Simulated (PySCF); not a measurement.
BFH2, SMILES BF, point group C2v.

Level: B3LYP/pcJ-1 in PySCF (density fitting, grid level 2); geometry and Hessian at that level, cubic constants and property derivatives from steps of ±0.6 along each species' dimensionless normal coordinates, second-order vibrational perturbation theory. The parent has the commonest isotopes.

Equilibrium geometry (Å):

```json
{"atom": "B1", "x": "-0.0361", "y": "0.0195", "z": "0.3122"}
{"atom": "F2", "x": "1.1484", "y": "-0.3562", "z": "-0.1303"}
{"atom": "H3", "x": "-0.1420", "y": "1.1216", "z": "0.7519"}
{"atom": "H4", "x": "-0.9294", "y": "-0.7658", "z": "0.2466"}
```

An isotope shift is δ(isotopologue) − δ(parent), that is, the negative of the change in the averaged GIAO shielding; n counts bonds from the nearest label (0: the labelled atom itself). These are computed values; those of heavy atoms are rounded to 5 ppb, about the numerical noise.

What isotope shifts arise with ²H at 3?


```tsv
nucleus	n	0 K (ppb)	700 K (ppb)
H3	0	-87	-65
B1	1	-145	-95
F2	2	-735	-520
H4	2	-20	-15
```

What isotope shifts arise with ¹⁰B at 1?


```csv
nucleus,n,0 K (ppb),700 K (ppb)
B1,0,25,15
F2,1,110,70
H3,1,3,2
H4,1,3,2
```

What isotope shifts arise with ²H at 3, ²H at 4?


```csv
nucleus,n,0 K (ppb),700 K (ppb)
H3,0,-110,-82
H4,0,-110,-82
B1,1,-290,-185
F2,2,-1505,-1050
```
